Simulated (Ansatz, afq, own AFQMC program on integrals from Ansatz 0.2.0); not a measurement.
CH5, doublet in cc-pVTZ, levels against CCSDT(Q)

```json
{"atom": "H", "x (Å)": "-1.8765", "y (Å)": "0.0000", "z (Å)": "0.0000"}
{"atom": "H", "x (Å)": "-0.9655", "y (Å)": "0.0000", "z (Å)": "0.0000"}
{"atom": "C", "x (Å)": "0.1905", "y (Å)": "0.0000", "z (Å)": "0.0000"}
{"atom": "H", "x (Å)": "0.1905", "y (Å)": "-1.0800", "z (Å)": "0.0000"}
{"atom": "H", "x (Å)": "0.1905", "y (Å)": "0.5400", "z (Å)": "0.9353"}
{"atom": "H", "x (Å)": "0.1905", "y (Å)": "0.5400", "z (Å)": "-0.9353"}
```

Basis cc-pVTZ. Only valence electrons are correlated. AFQMC by an in-house program on the Cholesky factors that Ansatz 0.2.0 writes for its CCSD(T) run. The CISD trial takes its coefficients from CCSD amplitudes. Released means that phaseless walkers are propagated on without the constraint, phases kept. ± is one standard error of the sampling.

Determinant: UHF, the one that the program's search chose, which needn't be the lowest solution. The geometry is a point of a scan.

No full CI on the walks' own integrals is used here; CCSDT(Q) serves as the reference and is uncertain by about the last step of the cluster series.

The T1 diagnostic is 0.0133, the weight of the determinant in the CISD state is 0.914 and the ⟨S²⟩ of the determinant is 0.780. The size of the correlated space is 9 electrons in 99 orbitals.

```
  level  correlation energy (eV)
    MP2                  -5.7723
   CCSD                  -6.4340
CCSD(T)                  -6.6351
```

(1) Estimate where AFQMC with the constraint released lies against CCSD(T) on the same integrals.

(1) 1.5 ± 0.5 kJ/mol below CCSD(T).

Reference: CCSDT(Q), correlation energy -6.656 eV. The released energy is read at 2.40 1/Eh (meV from the phaseless value at times in 1/Eh: -4 ± 4 at 0.24, -3 ± 4 at 0.51, -8 ± 5 at 0.99, -10 ± 5 at 1.62, 0 ± 5 at 2.40).

```tsv
level	E − E(reference) (kJ/mol)	share of correlation (%)
CCSD(T)	2.1	99.68
CCSDT	0.6	99.91
ph-AFQMC/HF	1.4 ± 2.2	99.78
ph-AFQMC/CISD	0.5 ± 0.4	99.92
released AFQMC	0.5 ± 0.5	99.92
```

A walk keeps the symmetry of its determinant, which the program's search chose and which needn't be the lowest solution, so a lower state of the same spin and another symmetry isn't excluded. Released energies are given only where the last usable release times agree within the noise; a slower fall can still hide under it.
